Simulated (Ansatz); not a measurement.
# Pt (Pt, fcc): the cost of one run

Computed with Ansatz 0.2.0 (DFT PBE, plane waves (420 eV) with PAW, scalar-relativistic, unless a step says otherwise).

## Step 1: The system as given

It takes space group Fm-3m (No. 225, cubic). The conventional cell has a = 3.923 Å, b = 3.923 Å, c = 3.923 Å, α = 90.00°, β = 90.00°, γ = 90.00°. Pt (site symmetry m-3m) is surrounded by 12 Pt at 2.77 Å.

As a file:

```cif
data_structure
_symmetry_space_group_name_H-M 'Fm-3m'
_symmetry_Int_Tables_number 225
_cell_length_a 3.9231
_cell_length_b 3.9231
_cell_length_c 3.9231
_cell_angle_alpha 90.000
_cell_angle_beta 90.000
_cell_angle_gamma 90.000
_cell_volume 60.38
loop_
_atom_site_label
_atom_site_type_symbol
_atom_site_symmetry_multiplicity
_atom_site_Wyckoff_symbol
_atom_site_fract_x
_atom_site_fract_y
_atom_site_fract_z
_atom_site_occupancy
Pt1 Pt 4 a 0.00000 0.00000 0.00000 1
```

The atoms start with moments of +1 μB.

## Step 2: Relaxing cell and atoms

Input file input.yaml:

```yaml
crystal:
  lattice:
    - [0.0, 1.96155, 1.96155]
    - [1.96155, 0.0, 1.96155]
    - [1.96155, 1.96155, 0.0]
  atoms:
    - { symbol: Pt, position: [0.0, 0.0, 0.0], spin: 1.0 }
hamiltonian:
  xc: pbe
  pseudopotentials:
    kind: paw
    azcp:
      Pt: "pseudopotentials/Pt.paw.azcp"
basis:
  ecutwfc: 420
  fft_grid_basis: typed
kpoints:
  mp_grid: { grid: [14, 14, 14], shift: [0, 0, 0] }
magnetization:
  spin_polarized: true
scf:
  occupations: { method: fermi_dirac, width: 0.05 }
relax:
  max_steps: 60
  f_tol: 0.01
  cell: {}
```

Q: Estimate wall time and peak memory on 4 threads of an Arm CPU, shared host.

About 6.3 s, with a peak of 0.29 GiB.
